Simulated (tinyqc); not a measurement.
Worked calculation: Hueckel theory of the pi electrons with the omega technique, for the molecule c1cnsc1 (SMILES; centres numbered as the heavy atoms are written). Computed by tinyqc, a small Python program that keeps every step. Settings: charge = 0, omega = 1.0, damping = 0.3. Command: `OMP_NUM_THREADS=1 python tinyqc.py 27822 27823 out.jsonl` (the two numbers bound the seeds that draw the settings). One thread of a shared host (Intel(R) Xeon(R) Processor @ 2.60GHz), about 0.01 s of CPU time with the checks.

## The Hueckel matrix

Centres:
```
centre,"z_r, pi electrons of the neutral centre",h
1C,1,0.00000
2C,1,0.00000
3N,1,0.50000
4S,2,1.00000
5C,1,0.00000
```

Bonds:
```
i,j,k
1,2,1
2,3,1
3,4,0.65000
4,5,0.65000
5,1,1
```

H_rr = alpha + h_r beta, H_rs = k_rs beta for bonded centres.

Hueckel matrix in units of beta (H = alpha + beta A):
```
,1C,2C,3N,4S,5C
1C,0.00000,1.00000,0.00000,0.00000,1.00000
2C,1.00000,0.00000,1.00000,0.00000,0.00000
3N,0.00000,1.00000,0.50000,0.65000,0.00000
4S,0.00000,0.00000,0.65000,1.00000,0.65000
5C,1.00000,0.00000,0.00000,0.65000,0.00000
```

## Orbitals, round 1

pi electrons, sum of z_r less the charge = 6

Diagonalise; E = alpha + x beta with beta < 0, so the largest x are filled first; degenerate levels share their electrons. P = sum n_i c_ri c_si; each orbital has its largest coefficient positive (the first on a tie).

x values: 2.04985  1.00000  0.80893  -0.79093  -1.56786

occupations: 2.00000  2.00000  2.00000  0.00000  0.00000

coefficients:
```
,MO1,MO2,MO3,MO4,MO5
1C,0.38551,-0.47854,-0.41647,-0.19619,0.64066
2C,0.43339,-0.47854,0.25978,-0.42437,-0.57931
3N,0.50287,0.00000,0.62662,0.53183,0.26761
4S,0.53229,0.73621,-0.10185,-0.40336,0.03988
5C,0.35685,0.00000,-0.59668,0.57954,-0.42515
```

charge and bond-order matrix P:
```
,1C,2C,3N,4S,5C
1C,1.10214,0.57576,-0.13422,-0.20937,0.77215
2C,0.57576,0.96862,0.76145,-0.29615,-0.00070
3N,-0.13422,0.76145,1.29107,0.40770,-0.38889
4S,-0.20937,-0.29615,0.40770,1.67141,0.50144
5C,0.77215,-0.00070,-0.38889,0.50144,0.96675
```

## Omega technique, round 1

h_r = h_r(0) + omega q_r, omega = 1, with q_r = z_r - P_rr; 0.3 of the old diagonal is kept.

matrix after round 1:
```
,1C,2C,3N,4S,5C
1C,-0.07150,1.00000,0.00000,0.00000,1.00000
2C,1.00000,0.02196,1.00000,0.00000,0.00000
3N,0.00000,1.00000,0.29625,0.65000,0.00000
4S,0.00000,0.00000,0.65000,1.23001,0.65000
5C,1.00000,0.00000,0.00000,0.65000,0.02327
```

## Orbitals, round 2

As before.

x values: 2.07792  1.10723  0.72767  -0.81096  -1.60186

occupations: 2.00000  2.00000  2.00000  0.00000  0.00000

coefficients:
```
,MO1,MO2,MO3,MO4,MO5
1C,0.35232,-0.47415,-0.42382,-0.24145,0.64275
2C,0.38819,-0.53542,0.26980,-0.39456,-0.57807
3N,0.44578,-0.10692,0.61422,0.57010,0.29593
4S,0.62468,0.69031,-0.00740,-0.36408,0.02517
5C,0.36910,-0.02347,-0.60850,0.57311,-0.40557
```

charge and bond-order matrix P:
```
,1C,2C,3N,4S,5C
1C,1.05714,0.55258,-0.10512,-0.20817,0.79813
2C,0.55258,1.02031,0.79202,-0.25821,-0.01665
3N,-0.10512,0.79202,1.17483,0.40023,-0.41341
4S,-0.20817,-0.25821,0.40023,1.73362,0.43773
5C,0.79813,-0.01665,-0.41341,0.43773,1.01411
```

## Omega technique, round 2

As before.

matrix after round 2:
```
,1C,2C,3N,4S,5C
1C,-0.06144,1.00000,0.00000,0.00000,1.00000
2C,1.00000,-0.00762,1.00000,0.00000,0.00000
3N,0.00000,1.00000,0.31649,0.65000,0.00000
4S,0.00000,0.00000,0.65000,1.25547,0.65000
5C,1.00000,0.00000,0.00000,0.65000,-0.00290
```

## Convergence

Each round sets h_r = h_r(0) + omega (z_r - P_rr), keeping the share named as damping of the old diagonal; repeat until output and input diagonals agree to 1e-6.

Rounds:
```
round,sum n x,largest |h(out) - h(in)|
1,7.71757,3.29e-01
2,7.82564,4.23e-02
3,7.84843,1.33e-02
4,7.84806,3.94e-03
5,7.84905,1.24e-03
6,7.84885,4.07e-04
7,7.84893,1.31e-04
8,7.84891,4.23e-05
9,7.84891,1.37e-05
10,7.84891,4.41e-06
11,7.84891,1.43e-06
12,7.84891,4.60e-07
```

Converged in 12 rounds.

## Energy, charges, bond orders

final x values: 2.08586  1.11457  0.72403  -0.81378  -1.61068

occupations: 2.00000  2.00000  2.00000  0.00000  0.00000

final P:
```
,1C,2C,3N,4S,5C
1C,1.06615,0.55186,-0.10579,-0.20478,0.79872
2C,0.55186,1.00404,0.79320,-0.25726,-0.00940
3N,-0.10579,0.79320,1.19095,0.38944,-0.41414
4S,-0.20478,-0.25726,0.38944,1.74147,0.43639
5C,0.79872,-0.00940,-0.41414,0.43639,0.99738
```

E = sum n x; q_r = z_r - P_rr; bond order p = P_rs; free valence = sqrt(3) - sum of p over the bonds of the atom.

pi energy = 6 alpha + this times beta = 7.84891

pi charges: 1C -0.06615, 2C -0.00404, 3N -0.19095, 4S 0.25853, 5C 0.00262

Bond orders and lengths from R = 1.517 - 0.180 p (angstrom, C-C alone):
```
bond,p,R
1-2,0.55186,1.41767
2-3,0.79320,-
3-4,0.38944,-
4-5,0.43639,-
5-1,0.79872,1.37323
```

free valence of the carbons: 1C 0.38148, 2C 0.38699, 5C 0.49694

gap between the highest filled and the next level = 1.53781 |beta|
